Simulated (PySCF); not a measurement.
**Level of theory and proton affinities: `[PH-]P` ([H3P2]-)**

Atom numbers as in the mapped SMILES `[PH-:1][PH2:2]`.

All levels share the PBE0-D3(BJ)/ma-def2-SVP structures and the PBE0-D3(BJ)/ma-def2-SVP thermal terms; only the single-point energies (PySCF) change. Values are proton affinities (298 K, kJ/mol).

```
               level    P1    P2   time
    MP2/ma-def2-TZVP  1478  1386  5.6 s
 M06-2X/ma-def2-TZVP  1480  1383      –
CCSD(T)/ma-def2-TZVP  1490  1390   61 s
     HF/ma-def2-TZVP  1503  1401  1.2 s
```

Times are wall times for all single points of a level on 1 thread of Arm Neoverse V1, a shared host; the dash marks the run that also made the structures.

Hartree-Fock leaves out electron correlation, so its proton affinities can be off by tens of kJ/mol.

The widest spread is that of P1: 25 kJ/mol, from 1478 to 1503.

---

**`BN` (BH4N): proton affinities at several levels**

Non-hydrogen atoms are numbered in `[BH2:1][NH2:2]`.

All levels share the PBE0-D3(BJ)/def2-SVP structures and the PBE0-D3(BJ)/def2-SVP thermal terms; only the single-point energies (PySCF) change. Values are proton affinities (298 K, kJ/mol).

```
                 level   N2    time
      MP2/ma-def2-TZVP  750   2.6 s
  CCSD(T)/ma-def2-TZVP  756    31 s
ωB97X-D3(BJ)/def2-TZVP  764       –
       HF/ma-def2-TZVP  786  0.61 s
```

Times are wall times for all single points of a level on 1 thread of Arm Neoverse V1, a shared host; the dash marks the run that also made the structures.

Hartree-Fock leaves out electron correlation, so its proton affinities can be off by tens of kJ/mol.

The spread: 36 kJ/mol, from 750 to 786.

Known limits: protonation of a hydridic H, with loss of H₂, was not considered.

---

# hydrogen fluoride: proton affinities at several levels

Structure: `F` (HF). Numbering: `[FH:1]`

All levels share the PBE0-D3(BJ)/def2-SVP structures and the PBE0-D3(BJ)/def2-SVP thermal terms; only the single-point energies (PySCF) change. Values are proton affinities (298 K, kJ/mol).

| level | F1 | abs. error | time |
| --- | --- | --- | --- |
| MP2/aug-cc-pVTZ | 484 | 1.0 | 1 s |
| CCSD(T)/aug-cc-pVTZ | 489 | 3.5 | 10 s |
| HF/aug-cc-pVTZ | 492 | 6.7 | 0.29 s |
| ωB97X-D3(BJ)/def2-TZVP | 493 | 7.6 | – |
| ATcT 1.112 | 485 |  |  |

Times are wall times for all single points of a level on 1 thread of Arm Neoverse V1, a shared host; the dash marks the run that also made the structures.

Hartree-Fock leaves out electron correlation, so its proton affinities can be off by tens of kJ/mol.

The spread: 9 kJ/mol, from 484 to 493.
